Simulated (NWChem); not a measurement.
System: NO$_{2}$, doublet; SMILES [O]N=O

Results from NWChem. Spin-unrestricted. In the optimisation the excess spin sits in a1 (C2v, its own frame). No stability test was run on the SCF state. Each level has its own optimisation; frequencies are unscaled.

Task: Among these, which level gives the highest value of “dipole (D)”?
A) BLYP/def2-SVP
B) LDA (Slater exchange, VWN5)/def2-SVP
C) PBE0/def2-SVP
D) PBE/def2-SVP

Result: C, PBE0/def2-SVP. Values: LDA (Slater exchange, VWN5)/def2-SVP 0.22; PBE/def2-SVP 0.22; BLYP/def2-SVP 0.22; PBE0/def2-SVP 0.34
